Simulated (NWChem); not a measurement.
formic acid (CH$_{2}$O$_{2}$); SMILES OC=O

```xyz
5

O      0.1210    -1.1284     0.0000
C     -0.4005     0.1138     0.0000
O      0.2385     1.1352     0.0000
H      1.0931    -1.0242     0.0000
H     -1.4982     0.0469     0.0000
```
Atoms are numbered in this order, from 1.

Program: NWChem. Geometry optimised at B3LYP/6-31G*; all other runs use it. Pople sets run with spherical d functions.

```tsv
quantity	level	value
isotropic polarisability (bohr³), static	PBE/aug-cc-pVDZ	23.6
charge (e), ESP O1	Hartree-Fock/6-31G*	-0.65
dipole (D)	B3LYP/def2-SVP	1.46
first state with f > 0.002 (eV), C K edge, unshifted	BHandHLYP/def2-TZVP, TDA	284.9
dipole in solution (D) in ethylene glycol	PBE0/def2-SVP, SMD	1.98
vertical ionisation energy, ΔSCF (eV)	M06-2X/def2-SVPD	11.68
highest harmonic frequency (cm⁻¹)	B3LYP/6-31G*	3660
```
